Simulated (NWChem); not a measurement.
The numbers come from NWChem runs, not from measurements. System: formic acid (CH$_{2}$O$_{2}$), charge 0, spin multiplicity 1, at a geometry optimised with B3LYP/def2-SVP. Level: G0W0@PBE0/def2-TZVPD, RI basis def2-tzvpd-rifit.

NWChem printed:

```
             Northwest Computational Chemistry Package (NWChem) 7.3.0
             --------------------------------------------------------

                                NWChem Input Module
                                -------------------

 Scaling coordinates for geometry "geometry" by  1.889725989
 (inverse scale =  0.529177249)

 Turning off AUTOSYM since
 SYMMETRY directive was detected!

                             Geometry "geometry" -> ""
                             -------------------------

 Output coordinates in angstroms (scale by  1.889725989 to convert to a.u.)

  No.       Tag          Charge          X              Y              Z
 ---- ---------------- ---------- -------------- -------------- --------------
    1 O                    8.0000     0.74708800     0.83266900     0.00000000
    2 C                    6.0000     0.17681500    -0.38008900     0.00000000
    3 O                    8.0000    -1.00395200    -0.58867200     0.00000000
    4 H                    1.0000     0.02762600     1.49042000     0.00000000
    5 H                    1.0000     0.96639000    -1.16186100     0.00000000

 Effective nuclear repulsion energy (a.u.)      70.2315508159

            Nuclear Dipole moment (a.u.)
            ----------------------------
        X                 Y               Z
 ---------------- ---------------- ----------------
    -0.0000113384     0.0000018897     0.0000000000

      Symmetry information
      --------------------

 Group name             Cs
 Group number              2
 Group order               2
 No. of unique centers     5

      Symmetry unique atoms

     1    2    3    4    5


 Summary of "ao basis" -> "" (spherical)
 ------------------------------------------------------------------------------
       Tag                 Description            Shells   Functions and Types
 ---------------- ------------------------------  ------  ---------------------
 *                         def2-tzvpd                 on all atoms

 new library libraries.bse/

 Summary of "ri basis" -> "" (spherical)
 ------------------------------------------------------------------------------
       Tag                 Description            Shells   Functions and Types
 ---------------- ------------------------------  ------  ---------------------
 *                      def2-tzvpd-rifit              on all atoms

                                 NWChem DFT Module
                                 -----------------
[...]
    46      3.913893  2 C  s                 45      3.477804  2 C  s
   129     -3.361225  5 H  s                 83     -2.398431  3 O  s
     6     -2.368765  1 O  s                120      1.128903  4 H  s
    54     -0.738820  2 C  py               134     -0.692247  5 H  py
    70      0.443730  2 C  d  2              82     -0.445737  3 O  s

 center of mass
 --------------
 x =  -0.04045761 y =  -0.01344125 z =   0.00000000

 moments of inertia (a.u.)
 ------------------
          78.431883560875         -62.491702022535           0.000000000000
         -62.491702022535          94.079877218821           0.000000000000
           0.000000000000           0.000000000000         172.511760779697

     Multipole analysis of the density
     ---------------------------------

     L   x y z        total         alpha         beta         nuclear
     -   - - -        -----         -----         ----         -------
     0   0 0 0     -0.000000    -12.000000    -12.000000     24.000000

     1   1 0 0      0.500567      0.250289      0.250289     -0.000011
     1   0 1 0      0.363143      0.181571      0.181571      0.000002
     1   0 0 1     -0.000000     -0.000000     -0.000000      0.000000

     2   2 0 0    -15.182857    -31.965254    -31.965254     48.747652
     2   1 1 0     -2.660617    -16.006909    -16.006909     29.353200
     2   1 0 1      0.000000      0.000000      0.000000      0.000000
     2   0 2 0    -10.795345    -28.175809    -28.175809     45.556274
     2   0 1 1     -0.000000     -0.000000     -0.000000      0.000000
     2   0 0 2    -12.723928     -6.361964     -6.361964      0.000000

 Task  times  cpu:       16.2s     wall:       16.2s

                                NWChem Input Module
                                -------------------

                                 NWChem GW Module
                                 ----------------

                             ***********************
                             ***        GW       ***
                             ***********************

 Summary of "ri basis" -> "ri basis" (spherical)
 ------------------------------------------------------------------------------
       Tag                 Description            Shells   Functions and Types
 ---------------- ------------------------------  ------  ---------------------
 O                      def2-tzvpd-rifit            26       92   9s7p5d4f1g
 C                      def2-tzvpd-rifit            26       92   9s7p5d4f1g
 H                      def2-tzvpd-rifit            10       24   5s3p2d

                 Memory Information
                 ------------------
          Available GA per process is          1699.9 MBs
          Available stack per process is        700.0 MBs
          Available heap per process is           0.0 MBs

          Peak memory in Initialization
              Peak GA per process is                  5.7 MBs
              Peak stack per process is               0.2 MBs
              Peak heap per process is                5.9 MBs
              Memory not in MA per process            0.0 MBs

          Peak memory in AFF Calculation
              Peak GA per process is                 24.9 MBs
              Peak stack per process is              16.6 MBs
              Peak heap per process is                0.0 MBs
              Memory not in MA per process           16.6 MBs

          Computing 2-center integrals
          Computing Inverse Cholesky factor
          Computing 3-center integrals
          Computing V_xc ...

          Computing Sigma_x
          Computing RPA polarizability
          Solving quasiparticle equations

                  Alpha Orbitals
          State     Energy (eV)     Error (eV)
          -----------------------------------
@GW         9        -15.346           0.002
@GW        10        -14.508           0.002
@GW        11        -12.213           0.002
@GW        12        -11.072           0.002
@GW        13          2.321           0.002
@GW        14          1.412           0.003

   Applying  -2.4563 eV scissor-shift to rest of particle states

   Applying   2.6397 eV scissor-shift to rest of hole states

     GW Timing Statistics
   ------------------------
   Init.   :          0.1s
     ERIs  :          1.0s
     Distr.:          0.0s
     Vxc   :          1.8s
   Sigma_x :          0.0s
   RPA     :          0.7s
   Wmn     :          0.0s
   Sigma_c :          0.0s
   GW total:          3.6s

 Task  times  cpu:        3.6s     wall:        3.6s

 Total times  cpu:       19.8s     wall:       19.8s
```

Write an NWChem input that would produce this output.

Several could match; the one computed here: 
```
start mol
memory heap 200 mb stack 700 mb global 1700 mb
geometry units angstroms nocenter noautoz
  O      0.747088     0.832669     0.000000
  C      0.176815    -0.380089     0.000000
  O     -1.003952    -0.588672     0.000000
  H      0.027626     1.490420     0.000000
  H      0.966390    -1.161861     0.000000
  symmetry group Cs
end
basis spherical
  * library def2-tzvpd
end
basis "ri basis" bse spherical
  * library def2-tzvpd-rifit
end
dft
  xc pbe0
  iterations 100
  direct
  tolerances tight
end
task dft energy
gw
  states alpha occ 4 vir 2
end
task dft gw
```
